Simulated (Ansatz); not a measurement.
Species: OF, charge 0, doublet. OF (SMILES [O]F, doublet).
B3LYP-D3(BJ)/def2-TZVP minimum from Ansatz (a program for electronic structure):
```xyz
2

O      0.0000     0.0000    -0.7142
F      0.0000     0.0000     0.6348
```
Charge 0, spin multiplicity 2.

Quantity: atomisation energy (electronic, to ground-state atoms), in kcal/mol. UHF or UKS for unpaired electrons; spin-orbit terms are left out. CBS(X,Y): correlation extrapolated as X^-3, Hartree-Fock from the larger set (Q,5: extrapolated as (X+1)exp(-9√X)). A bracket is a step between two methods taken in the basis named. Functionals run without relativity, which enters their misses. Double hybrids freeze cores in their MP2 part. 'core' is core correlation in cc-pwCVTZ, 'X2C' scalar relativity in cc-pVTZ-DK, both at CCSD(T).

CCSD(T)/CBS(cc-pVQZ,cc-pV5Z) + [CCSDT(Q) - CCSD(T)]/cc-pVTZ + [CCSDTQ - CCSDT(Q)]/cc-pVDZ + core + X2C (Ansatz) gives 52.9 kcal/mol.

Q: How far off this value is PBE/def2-TZVPD (Ansatz), in which direction, and which of these levels come nearer: r2SCAN/def2-TZVPD, B3LYP/def2-TZVPD, PBE0/def2-TZVPD, wB97M-V/def2-TZVPD, B2PLYP/def2-TZVPD, CCSD(T)/CBS(cc-pVQZ,cc-pV5Z) + core + X2C?

A: PBE gives 71.7 kcal/mol, 18.8 kcal/mol above it. Differences of the others: r2SCAN/def2-TZVPD (Ansatz) 5.4; B3LYP/def2-TZVPD (Ansatz) 2.3; PBE0/def2-TZVPD (Ansatz) 1.1; wB97M-V/def2-TZVPD (Ansatz) 1.6; B2PLYP/def2-TZVPD (Ansatz) -0.8; CCSD(T)/CBS(cc-pVQZ,cc-pV5Z) + core + X2C (Ansatz) -0.8 kcal/mol. Nearer than PBE: r2SCAN/def2-TZVPD, B3LYP/def2-TZVPD, PBE0/def2-TZVPD, wB97M-V/def2-TZVPD, B2PLYP/def2-TZVPD, CCSD(T)/CBS(cc-pVQZ,cc-pV5Z) + core + X2C.
